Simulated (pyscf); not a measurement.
`[NH]=[SiH][Cl]` + `[H]` [doublet] → `[NH]=[Si][Cl]` [doublet] + `[H][H]` (hydrogen abstraction; doublet surface; H–Si broken, H–H formed). Single points on ωB97X-D3(BJ)/def2-SVP structures (PySCF, gas phase). Energies in kcal/mol from the separated reactants.

| level | barrier | reaction energy |
|---|---|---|
| ωB97X-D3(BJ)/def2-TZVP | 6.1 | -19.9 |
| PBE/def2-TZVP | 1.8 | -24.4 |
| r²SCAN/def2-TZVP | 0.4 | -24.8 |
| B3LYP-D3(BJ)/def2-TZVP | 1.8 | -25.7 |
| M06-2X/def2-TZVP | 6.8 | -22.6 |
| ωB97M-D3(BJ)/def2-TZVP | 6.2 | -21.3 |

The functionals in the table span 6.4 kcal/mol in this barrier, from r²SCAN to M06-2X. HN=SiH–Cl lies 26.4 kcal/mol over its isomer H₂N–Si:–Cl [singlet] (electronic energy, ωB97M-D3(BJ)/def2-TZVP). One saddle was located; it need not be the lowest between these sides. The angle at the transferred H is 173°.
